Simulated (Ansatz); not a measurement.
in.yaml

```yaml
crystal:
  periodic: [false, false, false]
  atoms:
    - {symbol: C, position_ang: [0.000000, 0.000000, 0.000000]}
    - {symbol: P, position_ang: [0.000000, 0.000000, 2.487000]}
basis:
  gaussian: {orbitals: 6-31G}
magnetization: {spin_polarized: false, initial_magnetization: 1}
correlation: {method: ccsd_t, electrons: outside_noble_gas}
accuracy: high
```

```sh
$ ansatz run in.yaml --threads 1 --pin off --events-out ev --progress --plain --max-ram 2393MiB
```

Output:

```
449 factors; integrals over basis functions are off by at most 3.1e-9 eV
mean field evaluation 1: about -10287.7856 eV, gradient 2.7e1 eV
mean field evaluation 2: about -10287.8161 eV, gradient 2.7e1 eV
mean field evaluation 4: about -10291.5826 eV, gradient 3.0e0 eV
mean field evaluation 8: about -10292.2944 eV, gradient 1.3e0 eV
mean field evaluation 16: about -10292.4025 eV, gradient 3.0e-3 eV
mean field evaluation 32: about -10292.3980 eV, gradient 4.6e-1 eV
mean field evaluation 64: about -10290.0878 eV, gradient 4.8e-1 eV
mean field evaluation 96: about -10290.1060 eV, gradient 1.3e-6 eV
mean field evaluation 128: about -10291.8152 eV, gradient 1.3e-8 eV
mean field evaluation 160: about -10292.5724 eV, gradient 4.8e-1 eV
...
cycle  15  -6.03264982 eV  change    2.8e-8 eV  update   1.8e-8
cycle  16  -6.03264980 eV  change    2.7e-8 eV  update   1.1e-8
cycle  17  -6.03264978 eV  change    1.4e-8 eV  update   6.2e-9
cycle  18  -6.03264978 eV  change  -8.2e-10 eV  update   3.1e-9
cycle  19  -6.03264979 eV  change   -3.1e-9 eV  update   1.8e-9
cycle  20  -6.03264979 eV  change   -3.6e-9 eV  update   1.3e-9
cycle  21  -6.03264979 eV  change   -3.7e-9 eV  update  9.7e-10
cycle  22  -6.03264980 eV  change   -2.4e-9 eV  update  6.3e-10
cycle  23  -6.03264980 eV  change   -1.1e-9 eV  update  3.8e-10
cycle  24  -6.03264980 eV  change  -3.6e-11 eV  update  2.7e-10
perturbative correction -0.44440492 eV, -0.0163315796 hartree
WARN: the results are in doubt because among natural orbitals full CI differs from the method by +0.083 eV
Total energy: -10298.26122235 eV, -378.4541195091 hartree
In doubt: among natural orbitals full CI differs from the method by +0.083 eV
```

Ran on 1 thread of AMD EPYC 9B14, shared host: 3.6 s wall, 0.18 GiB peak host memory.
